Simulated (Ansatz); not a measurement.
We consider bcc Na, described by revPBE (PAW; Ansatz, a quantum-chemistry and plane-wave program).

Numerical settings: plane-wave cutoff 520 eV, 18×18×18 k mesh, Fermi–Dirac smearing 0.05 eV, scalar-relativistic PAW data made under PBE.

Energies at three volumes about the minimum:

```json
[
 {"V (Å³/atom)": "38.536", "E − E_lowest (meV/atom)": "0.36"},
 {"V (Å³/atom)": "39.323", "E − E_lowest (meV/atom)": "0.00"},
 {"V (Å³/atom)": "40.109", "E − E_lowest (meV/atom)": "0.33"}
]
```

**Question.** Fit a parabola by hand: where is the minimum, what lattice constant follows, and what is the bulk modulus?

**Answer.** Slopes: (0.00 − 0.36)/(39.323 − 38.536) = -0.457 and (0.33 − 0.00)/(40.109 − 39.323) = 0.420 meV/Å³. Curvature E″ = 2 × (0.420 − (-0.457))/(40.109 − 38.536) = 1.115 meV/Å⁶. From the middle of the first interval, the slope vanishes at V0 = 38.9295 − (-0.457)/1.115 = 39.339 Å³/atom. B = V0 E″ = 39.339 × 1.115 meV/Å³ × 0.1602 GPa per meV/Å³ = 7.03 GPa. With 2 atoms in the cube, a = (2 × 39.339)^(1/3) = 4.285 Å. The full Birch–Murnaghan fit to all volumes gives V0 = 39.329 Å³/atom and B0 = 6.96 GPa.

Measured, for comparison: bulk modulus 7.9 GPa (0 K value with the zero-point phonon effect removed, our sources range from 7.63 to 7.91; as tabulated in Mejia-Rodriguez and Trickey (2018), arXiv:1807.09216); lattice constant a 4.214 Å (static lattice: zero-point anharmonic expansion removed, our sources range from 4.207 to 4.214; as tabulated in Mejia-Rodriguez and Trickey (2018), arXiv:1807.09216). Computed (rounded) less measured: bulk modulus -12 % (-9 % to -12 % over the range).
